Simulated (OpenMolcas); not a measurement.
## A ladder of methods for [SiH3]+ (SMILES [SiH3+])

[SiH3]+ has 4 atoms, charge +1, and is taken as a singlet. SMILES: `[SiH3+]`. The coordinates come from a PBE0-D4/def2-TZVP relaxation.

```xyz
4

Si    0.0000    0.0000    0.0000
H     0.6869    0.6754    1.1130
H    -0.1184   -1.4672   -0.0099
H    -0.5685    0.7917   -1.1031
```

Quantity: the energy change with the Si1–H4 bond stretched from 1.472 to 1.840 Å, in eV. The values are calculated.

```tsv
level	kind	program	value (eV)
SVWN5/6-31G (restricted)	LDA	OpenMolcas	0.61
PBE/6-31G (restricted)	GGA	OpenMolcas	0.63
r2SCAN/6-31G (restricted)	meta-GGA	OpenMolcas	0.72
B3LYP/6-31G (restricted)	global hybrid	OpenMolcas	0.71
M06-2X/6-31G (restricted)	hybrid meta-GGA	OpenMolcas	0.77
B2PLYP/6-31G (restricted)	double hybrid	OpenMolcas	0.74
ACPF/6-31G (restricted)	coupled cluster or CI	OpenMolcas	0.63
CISD/6-31G (restricted)	coupled cluster or CI	OpenMolcas	0.66
FCI/3-21G	exact in the basis	OpenMolcas	0.65
```

The first shape isn't each level's own minimum. The values span 0.61 to 0.77 eV. All rows use very small basis sets, so even the best lies far from the true value.
